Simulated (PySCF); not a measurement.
An EPR job on `ClC1=CO[C]=N1` [radical].

Method: UKS B3LYP, pcH-1 on C Cl H N O, non-relativistic, mean-field spin-orbit, GIAO (PySCF 2.14.0). Geometry: GFN2-xTB. The input is one job of a driver script: a line of settings, then coordinates in Å.

Command:
```bash
OMP_NUM_THREADS=1 python probes_run.py task.json out
```

Input:
```
{"job": {"kind": "epr", "basis": "pcH-1"}, "charge": 0, "multiplicity": 2}
Cl     2.269988    -0.682967     0.090794
C      0.617535    -0.368757     0.033814
C     -0.039426     0.825812    -0.057074
O     -1.373564     0.539873    -0.069407
C     -1.431019    -0.769027     0.013081
N     -0.317310    -1.385157     0.077353
H      0.277129     1.845127    -0.115639
```

Q: Estimate the output.

A: 
```
UKS, coarse grid
  cycle   1  E = -704.91624176  |g| = 4.00e-01
  cycle   2  E = -704.81050179  |g| = 6.57e-01
  cycle   3  E = -704.97375311  |g| = 7.45e-02
  cycle   4  E = -704.97472498  |g| = 6.03e-02
  cycle   5  E = -704.97627039  |g| = 1.48e-02
  cycle   6  E = -704.97636616  |g| = 9.13e-03
  cycle   7  E = -704.97641800  |g| = 2.41e-03
  cycle   8  E = -704.97642790  |g| = 1.50e-03
  cycle   9  E = -704.97643063  |g| = 5.65e-04
UKS, final grid
  cycle   1  E = -704.97643661  |g| = 5.92e-04
  cycle   2  E = -704.97643661  |g| = 8.26e-04
  cycle   3  E = -704.97643694  |g| = 1.81e-04
  cycle   4  E = -704.97643698  |g| = 1.51e-04
  cycle   5  E = -704.97643703  |g| = 9.15e-05
  cycle   6  E = -704.97643703  |g| = 1.28e-05
E = -704.97643703 Eh   <S^2> = 0.7582 (exact 0.7500)
g shifts (ppm)      1          2          3
  rmc          -202       -202       -202
  gc             31         26        -56
  oz_so       -1426       -342       2526
  total       -1597       -518       2268
hyperfine (MHz)  atom isotope    a_iso     a_fc   dipolar eigenvalues
    0  35Cl      -0.19      -0.25     -3.77     -1.66      5.43
    1   13C      70.11      70.04     -6.33     -4.41     10.75
    2   13C       7.53       7.51    -12.97     -0.85     13.83
    3   17O    -159.03    -159.00    -18.45      6.26     12.19
    4   13C     878.69     878.92    -67.14    -43.42    110.55
    5   14N      93.61      93.62     -8.24     -0.40      8.65
    6    1H       3.15       3.14     -4.13     -0.14      4.27
```

rmc, gc and oz_so are the mass-correction, gauge-correction and orbital-Zeeman/spin–orbit parts of the g shift along its three principal axes; a_iso is the isotropic hyperfine coupling and a_fc its Fermi-contact part. The program numbers atoms from 0.

Q: Get g_iso from the total shifts.

A: Their mean is 51 ppm; added to g_e = 2.002319 it gives 2.00237.

Main results: ⟨S²⟩ 0.758; g_iso 2.0024.

Isolated species at its GFN2-xTB geometry, gas phase.

Hardware: Arm Neoverse V1, one thread, no GPU, shared host with 32 logical CPUs at a one-minute load of 18. Cost: 27 s (grids of density and orbitals included), 0.58 GiB resident at most.
Labels such as C1 count atoms from 1, the log's own numbers from 0.
